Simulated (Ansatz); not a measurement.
# hcp Gd

Level of theory: PBE-D4 (Ansatz, an electronic-structure program, PAW).

Numerical settings: plane-wave cutoff 500 eV, 24×24×14 k mesh (along the axes of the cell as run), Fermi–Dirac smearing 0.1 eV, spin-polarised with parallel moments, scalar-relativistic PAW data made under PBE.

Cell: relaxed at this level.

```
Item                                                                Value
----------------------------------------------------------  -------------
volume per atom                                             32.46 Å³/atom
lattice parameter a                                               3.605 Å
c axis length                                                     5.767 Å
magnetic moment per atom (the cell's total over its atoms)        7.58 μB
```

Measured, for comparison: equilibrium volume per atom 33.05 Å³/atom (room temperature, no zero-point or thermal correction; as tabulated in Söderlind et al. (2014), doi:10.1088/0953-8984/26/41/416001); lattice constant a 3.634 Å (293 K, no zero-point or thermal correction, our sources range from 3.634 to 3.640; as tabulated in Wikipedia's data pages); lattice parameter c 5.782 Å (293 K, no zero-point or thermal correction; as tabulated in Wikipedia's data pages). Computed (rounded) less measured: equilibrium volume per atom -1.8 %, lattice constant a -0.8 % (-0.8 % to -1.0 % over the range), lattice parameter c -0.3 %. A static lattice is as a rule a little smaller and stiffer than an uncorrected measurement, which narrows the difference in the equilibrium volume per atom, lattice constant a and would widen misses of the other sign.

Note: the 4f shell is treated without U or exact exchange, so its levels and filling can be wrong; the collinear magnetic order is the start's and need not be the measured one.

Moments are spin moments.

Spin–orbit coupling is not included.

Static lattice: no zero-point or thermal effects.

It cost about 10 core-minutes (a rough figure) of CPU time.
